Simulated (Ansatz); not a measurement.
Cost and result up the ladder for Me2S2 (C2H6S2) (10 atoms). Charge 0, multiplicity 1. Geometry: PBE-D4/def2-SVP.

```xyz
10

C    -0.9245   -1.5493    0.5795
S    -0.4892   -1.0088   -1.1140
S     1.3374   -0.0644   -0.8393
C     0.8488    1.6451   -0.4052
H    -1.8789   -2.1074    0.4861
H    -0.1468   -2.2211    0.9906
H    -1.0800   -0.6853    1.2548
H     0.2418    2.0980   -1.2123
H     0.2966    1.6790    0.5543
H     1.7947    2.2142   -0.2945
```

Ansatz on 4 threads of Intel Xeon 6975P-C on a shared host. Times are rough, and most runs start from the orbitals of an earlier one. ωB97M-V/def2-TZVP serves as the yardstick here, not as an exact answer. Differences are given only for rows in sets of like size (and for xTB, whose basis is part of the method), since another set adds its own error. Binding counts from free atoms at the same level (C triplet, S triplet, H doublet; other spins of the atoms weren't run), without zero-point energy or a counterpoise term.

HSE06 is defined as in plane-wave codes, on full-range PBE exchange. Correlated methods freeze 12 core orbitals.

Correlated methods converge slowly with the basis.

| level | functions | wall time |
| --- | --- | --- |
| HF/STO-3G | 34 | 0.1 s |
| PBE-D4/def2-SVP | 94 | 0.4 s |
| HF/def2-TZVP | 172 | 0.55 s |
| PBE0-D4/def2-SVP | 94 | 0.55 s |
| PBE-D4/def2-TZVP | 172 | 0.7 s |
| BHLYP-D4/def2-TZVP | 172 | 0.9 s |
| PBE0-D4/def2-TZVP | 172 | 1 s |
| HSE06-D4/def2-TZVP | 172 | 1 s |
| MP2/def2-TZVP | 172 | 1.1 s |
| r2SCAN0-D4/def2-TZVP | 172 | 1.4 s |
| r2SCAN-D4/def2-TZVP (with forces) | 172 | 1.4 s |
| ωB97X-V/def2-TZVP | 172 | 2.2 s |
| ωB97M-V/def2-TZVP | 172 | 2.3 s |
| CCSD(T)/def2-TZVPP | 230 | 46 s |

Task: Estimate what each level gives for the binding energy per atom (eV).

Result: 
```json
{"level": "HF/STO-3G", "binding energy per atom (eV)": "3.27", "difference from ωB97M-V/def2-TZVP (eV)": "–"}
{"level": "PBE-D4/def2-SVP", "binding energy per atom (eV)": "3.68", "difference from ωB97M-V/def2-TZVP (eV)": "–"}
{"level": "HF/def2-TZVP", "binding energy per atom (eV)": "2.60", "difference from ωB97M-V/def2-TZVP (eV)": "-1.02"}
{"level": "PBE0-D4/def2-SVP", "binding energy per atom (eV)": "3.61", "difference from ωB97M-V/def2-TZVP (eV)": "–"}
{"level": "PBE-D4/def2-TZVP", "binding energy per atom (eV)": "3.69", "difference from ωB97M-V/def2-TZVP (eV)": "0.07"}
{"level": "BHLYP-D4/def2-TZVP", "binding energy per atom (eV)": "3.50", "difference from ωB97M-V/def2-TZVP (eV)": "-0.12"}
{"level": "PBE0-D4/def2-TZVP", "binding energy per atom (eV)": "3.62", "difference from ωB97M-V/def2-TZVP (eV)": "0.00"}
{"level": "HSE06-D4/def2-TZVP", "binding energy per atom (eV)": "3.63", "difference from ωB97M-V/def2-TZVP (eV)": "0.01"}
{"level": "MP2/def2-TZVP", "binding energy per atom (eV)": "3.48", "difference from ωB97M-V/def2-TZVP (eV)": "-0.13"}
{"level": "r2SCAN0-D4/def2-TZVP", "binding energy per atom (eV)": "3.57", "difference from ωB97M-V/def2-TZVP (eV)": "-0.05"}
{"level": "r2SCAN-D4/def2-TZVP (with forces)", "binding energy per atom (eV)": "3.62", "difference from ωB97M-V/def2-TZVP (eV)": "0.00"}
{"level": "ωB97X-V/def2-TZVP", "binding energy per atom (eV)": "3.61", "difference from ωB97M-V/def2-TZVP (eV)": "0.00"}
{"level": "ωB97M-V/def2-TZVP", "binding energy per atom (eV)": "3.62", "difference from ωB97M-V/def2-TZVP (eV)": "0.00"}
{"level": "CCSD(T)/def2-TZVPP", "binding energy per atom (eV)": "3.50", "difference from ωB97M-V/def2-TZVP (eV)": "-0.12"}
```
